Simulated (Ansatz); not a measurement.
For zinc-blende AlAs, HSE06-D3(BJ) in Ansatz (PAW) gives:

lattice parameter a: 5.614 Å
bulk modulus: 82.4 GPa

Task: What does Hartree–Fock (Ansatz, a quantum-chemistry and plane-wave program, PAW) give for the same quantities?

Result: 
- lattice constant a: 5.745 Å (increases by 2.3 %)
- bulk modulus: 80.9 GPa (decreases by 1.8 %)

For comparison: lattice constant a 5.649 Å (measured, static lattice: zero-point anharmonic expansion removed; as tabulated in Mejia-Rodriguez and Trickey (2018), arXiv:1807.09216); bulk modulus 75 GPa (measured, 0 K value with the zero-point phonon effect removed; as tabulated in Mejia-Rodriguez and Trickey (2018), arXiv:1807.09216).

Changes are worked out from the printed values.

Unless a cell is named, each level is at its own relaxed cell (HSE06-D3(BJ) 22.12, Hartree–Fock 23.70 Å³/atom).

Ansatz's density-functional and Hartree–Fock values are scalar-relativistic unless marked +SOC, with PAW data made under PBE.
